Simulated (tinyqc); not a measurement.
Inside a calculation. Method: FCI on RHF in the sto-3g basis, for OH-, spin multiplicity 1. The basis has no diffuse functions, so it cannot describe the extra electron: this is an exercise in the method, not the real anion. One step of it, computed by the program tinyqc.

Task: Integrals over molecular orbitals. (pq|rs) = sum C_ip C_jq C_kr C_ls (ij|kl), one index at a time.

coefficients C:
```
              MO1        MO2        MO3       MO4        MO5        MO6
1O 1s    0.994169  -0.233043   0.118265  0.000000   0.000000   0.096739
1O 2s    0.025459   0.832519  -0.624196  0.000000   0.000000  -0.646082
1O 2px   0.000000   0.000000   0.000000  0.973675  -0.227941   0.000000
1O 2py   0.000000   0.000000   0.000000  0.227941   0.973675   0.000000
1O 2pz   0.004251   0.080923   0.560234  0.000000   0.000000  -0.978048
2H 1s   -0.007483   0.292600   0.644358  0.000000   0.000000   1.094780
```

core Hamiltonian H = T + V (hartree):
```
             1O 1s      1O 2s     1O 2px     1O 2py     1O 2pz      2H 1s
1O 1s   -32.186104  -7.486213   0.000000   0.000000  -0.016552  -1.848364
1O 2s    -7.486213  -8.805514   0.000000   0.000000  -0.192350  -3.705141
1O 2px    0.000000   0.000000  -6.967406   0.000000   0.000000   0.000000
1O 2py    0.000000   0.000000   0.000000  -6.967406   0.000000   0.000000
1O 2pz   -0.016552  -0.192350   0.000000   0.000000  -7.101505  -2.552498
2H 1s    -1.848364  -3.705141   0.000000   0.000000  -2.552498  -4.846454
```

Two-electron integrals (ij|kl) in chemists' order, unique and non-zero (hartree):
```
(11|11) 4.785065   (21|11) 0.741380   (21|21) 0.136873   (22|11) 1.118947
(22|21) 0.256633   (22|22) 0.817206   (31|31) 0.024477   (32|31) 0.037809
(32|32) 0.180518   (33|11) 1.115814   (33|21) 0.256684   (33|22) 0.817023
(33|33) 0.880159   (41|41) 0.024477   (42|41) 0.037809   (42|42) 0.180518
(43|43) 0.047444   (44|11) 1.115814   (44|21) 0.256684   (44|22) 0.817023
(44|33) 0.785270   (44|44) 0.880159   (51|51) 0.024477   (52|51) 0.037809
(52|52) 0.180518   (53|53) 0.047444   (54|54) 0.047444   (55|11) 1.115814
(55|21) 0.256684   (55|22) 0.817023   (55|33) 0.785270   (55|44) 0.785270
(55|55) 0.880159   (61|11) 0.184700   (61|21) 0.033786   (61|22) 0.062855
(61|33) 0.062738   (61|44) 0.062738   (61|51) 0.001546   (61|52) 0.002883
(61|55) 0.063098   (61|61) 0.008447   (62|11) 0.425063   (62|21) 0.098604
(62|22) 0.344812   (62|33) 0.339169   (62|44) 0.339169   (62|51) 0.007347
(62|52) 0.054838   (62|55) 0.355780   (62|61) 0.024763   (62|62) 0.176335
(63|31) 0.010607   (63|32) 0.060682   (63|53) 0.011552   (63|63) 0.025903
(64|41) 0.010607   (64|42) 0.060682   (64|54) 0.011552   (64|64) 0.025903
(65|11) 0.295526   (65|21) 0.069480   (65|22) 0.259554   (65|33) 0.247634
(65|44) 0.247634   (65|51) 0.015178   (65|52) 0.100105   (65|55) 0.283112
(65|61) 0.018263   (65|62) 0.161236   (65|65) 0.171746   (66|11) 0.546614
(66|21) 0.128858   (66|22) 0.514256   (66|33) 0.493284   (66|44) 0.493284
(66|51) 0.013058   (66|52) 0.131785   (66|55) 0.555585   (66|61) 0.032693
(66|62) 0.322938   (66|65) 0.337521   (66|66) 0.774606
```

Give: one-electron integrals over orbitals h = C^T H C; Two-electron integrals over orbitals.

Result:

one-electron integrals over orbitals h = C^T H C (hartree):
```
         1       2       3       4       5       6
1  -32.168   0.577  -0.283   0.000   0.000  -0.232
2    0.577  -7.107   0.674   0.000   0.000   1.151
3   -0.283   0.674  -6.029   0.000   0.000   1.293
4    0.000   0.000   0.000  -6.967   0.000   0.000
5    0.000   0.000   0.000   0.000  -6.967   0.000
6   -0.232   1.151   1.293   0.000   0.000  -5.567
```

Two-electron integrals over orbitals (pq|rs), unique and non-zero (hartree):
```
(11|11) 4.745       (21|11) -0.419      (21|21) 0.058       (22|11) 0.997
(22|21) -0.014      (22|22) 0.728       (31|11) 0.212       (31|21) -0.028
(31|22) 0.014       (31|31) 0.024       (32|11) -0.185      (32|21) 0.009
(32|22) -0.008      (32|31) 0.011       (32|32) 0.150       (33|11) 0.870
(33|21) -0.010      (33|22) 0.653       (33|31) -3.65e-03   (33|32) -0.043
(33|33) 0.685       (41|41) 0.026       (42|41) 0.032       (42|42) 0.143
(43|41) -0.015      (43|42) -0.055      (43|43) 0.052       (44|11) 1.115
(44|21) -0.012      (44|22) 0.743       (44|31) 0.006       (44|32) -0.098
(44|33) 0.663       (44|44) 0.880       (51|51) 0.026       (52|51) 0.032
(52|52) 0.143       (53|51) -0.015      (53|52) -0.055      (53|53) 0.052
(54|54) 0.047       (55|11) 1.115       (55|21) -0.012      (55|22) 0.743
(55|31) 0.006       (55|32) -0.098      (55|33) 0.663       (55|44) 0.785
(55|55) 0.880       (61|11) 0.175       (61|21) -0.027      (61|22) -3.17e-03
(61|31) -1.67e-03   (61|32) -0.023      (61|33) 0.015       (61|44) 4.62e-03
(61|55) 4.62e-03    (61|61) 0.032       (62|11) -0.245      (62|21) 4.66e-03
(62|22) -0.116      (62|31) -0.018      (62|32) -0.010      (62|33) -0.018
(62|44) -0.128      (62|55) -0.128      (62|61) 0.017       (62|62) 0.110
(63|11) -0.258      (63|21) 4.41e-03    (63|22) -0.080      (63|31) 4.48e-03
(63|32) 0.116       (63|33) -0.077      (63|44) -0.140      (63|55) -0.140
(63|61) -0.011      (63|62) 0.047       (63|63) 0.150       (64|41) -0.012
(64|42) -0.045      (64|43) -4.71e-03   (64|64) 0.039       (65|51) -0.012
(65|52) -0.045      (65|53) -4.71e-03   (65|65) 0.039       (66|11) 0.946
(66|21) -0.010      (66|22) 0.690       (66|31) 0.017       (66|32) 0.042
(66|33) 0.648       (66|44) 0.665       (66|55) 0.665       (66|61) -0.011
(66|62) -0.088      (66|63) -0.030      (66|66) 0.726
```
